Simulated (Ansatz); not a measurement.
# CH₄BCl (SMILES BCCl): one structure at several levels

An exercise on one series of results from a longer session: the logs are not shown, and one member is left open.

Computed with Ansatz 0.2.0, Gaussian basis. Level: single points in def2-TZVPP.

Cores are frozen in the correlated methods.

**The system as given**

SMILES `BCCl`, 7 atoms, charge 0, spin multiplicity 1.

Atoms are counted from 1 here; the program's logs count them from 0.

Bond lengths: B1–C2 1.667 Å, B1–H4 1.046 Å, B1–H5 1.165 Å, C2–Cl3 1.830 Å, C2–H6 0.971 Å, C2–H7 1.161 Å. Angles: C2–B1–H4 124.5°, C2–B1–H5 118.3°, H4–B1–H5 117.0°, B1–C2–Cl3 110.6°, B1–C2–H6 108.8°, B1–C2–H7 103.9°, Cl3–C2–H6 113.6°, Cl3–C2–H7 104.8°, H6–C2–H7 114.7°.

Geometry (Å):

```xyz
7

B    -0.75740   -0.08680   -0.62430
C     0.53930   -0.23220    0.41250
Cl    1.32960    1.39570    0.68770
H    -1.36940   -0.88130   -0.92190
H    -0.94670    0.94500   -1.13010
H     1.14640   -0.90420    0.06290
H     0.05250   -0.50130    1.43170
```

The first run:

The input, run/in.yaml:

```yaml
crystal:
  periodic: [false, false, false]
  atoms:
    - {symbol: B, position_ang: [-0.757400, -0.086800, -0.624300]}
    - {symbol: C, position_ang: [0.539300, -0.232200, 0.412500]}
    - {symbol: Cl, position_ang: [1.329600, 1.395700, 0.687700]}
    - {symbol: H, position_ang: [-1.369400, -0.881300, -0.921900]}
    - {symbol: H, position_ang: [-0.946700, 0.945000, -1.130100]}
    - {symbol: H, position_ang: [1.146400, -0.904200, 0.062900]}
    - {symbol: H, position_ang: [0.052500, -0.501300, 1.431700]}
basis:
  gaussian: {orbitals: def2-TZVPP}
correlation: {method: ccsd_t}
output: {forces: true}
```

The command line of these runs was not kept.

Steps of the session up to this table: CCSD(T)/def2-TZVPP; PBE0-D4/def2-TZVPP; wB97M-V/def2-TZVPP; r2SCAN-D4/def2-TZVPP; PBE-D4/def2-TZVPP; SPW92/def2-TZVPP; wB97X-V/def2-TZVPP.

One table of the session follows, with a row left open; its other results are not shown here.

| method | RMS force component (eV/Å) | angle to CCSD(T) forces (°) | dipole (D) |
| --- | --- | --- | --- |
| CCSD(T) | 2.823 | reference | 2.13 |
| PBE0-D4 | 2.883 | 1.8 | 2.19 |
| wB97M-V | ? | ? | ? |
| r2SCAN-D4 | 2.846 | 1.6 | 2.22 |
| PBE-D4 | 2.876 | 2.7 | 2.08 |
| SPW92 | 2.994 | 5.0 | 2.09 |
| wB97X-V | 2.888 | 1.3 | 2.23 |

**Question.** Estimate the row for wB97M-V.

The run gave: RMS force component (eV/Å): 2.808; angle to CCSD(T) forces (°): 1.4; dipole (D): 2.19. In the column «RMS force component (eV/Å)» it is the lowest.
